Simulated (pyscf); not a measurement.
Single points on ωB97X-D3(BJ)/def2-SVP structures (PySCF, gas phase). Correlated levels are frozen-core, on RHF or UHF. ΔMP2 is the change of the MP2 total energy from the triple- to the quadruple-zeta basis.

### Question
Estimate the classical barrier height and the reaction energy of F–Cl + •H₂C–F → F–CH₂–F + Cl• at CCSD(T)/def2-TZVPP + ΔMP2(QZVPP). The step runs on the doublet surface, breaks Cl–F and forms C–F; take the separated reactants as zero.

### Answer
ΔE‡ = 0.25 eV, ΔE = -2.70 eV. Zero-point energy shifts the barrier by +0.03 eV. It is an atom transfer, with an imaginary mode of 448i cm⁻¹. This is the saddle that the search found; another between the same sides may lie lower. The angle at the transferred F is 179°. The CCSD(T) − MP2 part came from Ansatz, without density fitting, on the same reference. A UHF reference is spin-contaminated (<S²> up to 0.92), which harms MP2 most. Left out: the spin-orbit lowering of Cl.
